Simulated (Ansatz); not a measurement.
SiO2⁺. Charge 1, multiplicity 2. Geometry PBE0-D4/def2-TZVP; atoms count from 1.

```
atom    x (Å)    y (Å)    z (Å)
 Si1  -0.0002   0.0004   0.0000
  O2   0.6900   0.3925   1.3217
  O3  -0.6898  -0.3929  -1.3217
```

Another isomer (doublet) lies 0.19 eV lower at PBE0-D4/def2-TZVP; other spin states weren't run for this one.

Question: Estimate the Mulliken populations from the PBE0/def2-TZVP orbitals of Ansatz.

Answer: 
| atom | charge (e) | spin (α − β) |
| --- | --- | --- |
| Si1 | 1.09 | -0.21 |
| O2 | -0.05 | 0.61 |
| O3 | -0.05 | 0.61 |
Mulliken values and Mayer orders depend strongly on the basis.

Question: Where does the spin sit?

Answer: Summed by element: Si -0.21, O 1.21, of 1 unpaired in all. Largest on single atoms: O2 0.61, O3 0.61, Si1 -0.21.

Question: And the Mayer bond orders between bonded heavy atoms (over 0.3)?

Answer: Si1–O2 1.96 (1.54 Å); Si1–O3 1.96 (1.54 Å).
